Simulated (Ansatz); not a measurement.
# C₂H₃NO₂: small, medium and large basis sets

The task here is to estimate one member of a computed series from the others.

The runs use Ansatz 0.2.0, Gaussian basis; one geometry, several basis sets.

Levels to be run: PBE0-D4/def2-SVP; ωB97M-V/def2-SVP; PBE0-D4/def2-QZVPP; ωB97M-V/def2-QZVPP; the functionals' def2-TZVPP values are taken from earlier runs.

## The geometry

The geometry comes from an earlier relaxation with PBE0-D4 in a triple-zeta def2 set; it is a stationary point, not always the lowest conformer.

SMILES `N=C=C(O)O`, 8 atoms, charge 0, spin multiplicity 1.

Atoms are counted from 1 here; the program's logs count them from 0.

Bond lengths: N1–C2 1.231 Å, N1–H6 1.024 Å, C2–C3 1.312 Å, C3–O4 1.353 Å, C3–O5 1.369 Å, O4–H7 0.965 Å, O5–H8 0.962 Å. Angles: C2–N1–H6 113.3°, N1–C2–C3 171.5°, C2–C3–O4 121.6°, C2–C3–O5 124.2°, O4–C3–O5 113.8°, C3–O4–H7 108.2°, C3–O5–H8 109.2°.

The first run:

in.yaml

```yaml
crystal:
  periodic: [false, false, false]
  atoms:
    - {symbol: N, position_ang: [-1.025479, 0.042621, 1.785549]}
    - {symbol: C, position_ang: [-0.465804, 0.117143, 0.691650]}
    - {symbol: C, position_ang: [0.263349, 0.077604, -0.397882]}
    - {symbol: O, position_ang: [0.982940, 1.146761, -0.809353]}
    - {symbol: O, position_ang: [0.260083, -0.962385, -1.288056]}
    - {symbol: H, position_ang: [-1.958533, 0.464676, 1.793537]}
    - {symbol: H, position_ang: [1.874254, 0.845774, -1.024081]}
    - {symbol: H, position_ang: [0.161291, -1.789395, -0.807164]}
basis:
  gaussian: {orbitals: def2-SVP}
hamiltonian: {xc: pbe0, dispersion: d4}
output: {orbitals: {seedname: orbitals}}
```

Launch:

```sh
$ ansatz run in.yaml --threads 2 --pin off --events-out ev --progress --plain --max-ram 4352MiB
```

Steps of the session up to this table: PBE0-D4 in def2-SVP; ωB97M-V in def2-SVP; PBE0-D4 in def2-QZVPP; ωB97M-V in def2-QZVPP.

One of the session's tables, all rows but one given; the rest of the session is left out.

It belongs to the step «Density functionals: the series». 

```
functional       basis  HOMO (eV)
   PBE0-D4    def2-SVP      -5.68
   PBE0-D4  def2-TZVPP      -5.91
   PBE0-D4  def2-QZVPP      -5.97
   ωB97M-V    def2-SVP          ?
   ωB97M-V  def2-TZVPP      -8.12
   ωB97M-V  def2-QZVPP      -8.18
```

Q: Estimate the row for ωB97M-V, def2-SVP from the others.

**Answer.** HOMO (eV): -7.85. In the column «HOMO (eV)» it lies between ωB97M-V, def2-TZVPP (-8.12) and PBE0-D4, def2-QZVPP (-5.97).
